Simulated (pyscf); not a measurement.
H₃C–CH₂–Zn–OH + hydrogen (H₂) → ethane (H₃C–CH₃) + HO–ZnH, a multi-bond step (singlet surface; C–H, C–Zn, H–H broken, C–H, C–H, H–Zn formed). Single points on ωB97X-D3(BJ)/def2-SVP structures (PySCF, gas phase). Energies in kcal/mol from the separated reactants.

Small-basis levels: PySCF, no dispersion term, spherical d functions. 

Q: Quick B3LYP/LANL2DZ single points give ΔE‡ = 81.9 kcal/mol and ΔE = -11.5 kcal/mol. What does ωB97M-D3(BJ)/def2-TZVP give, and how far is the quick result from it?

A: ωB97M-D3(BJ)/def2-TZVP gives ΔE‡ = 82.2 kcal/mol and ΔE = -13.3 kcal/mol. B3LYP/LANL2DZ lies 0.2 kcal/mol under it in the barrier and 1.8 kcal/mol over it in the reaction energy, so on this step it holds to within 3.0 kcal/mol. ωB97M-D3(BJ)/def2-TZVP has limits of its own. From the product side, [HO–Zn]• + H• + H₃C–CH₃ lies, by one bond made or cut, 12.1 kcal/mol under this saddle at ωB97M-D3(BJ). The same reactants have a lower exit, to •H₂C–CH₃ + [HO–Zn]• + H₂ (no saddle counted: cutting one bond costs +70.3 kcal/mol at ωB97M-D3(BJ), against +82.2 kcal/mol here). Another saddle between the same species, by other bonds, lies lower (46.2 kcal/mol against 82.2 kcal/mol at ωB97M-D3(BJ)). In the def2 sets elements up to Kr have no core potential.
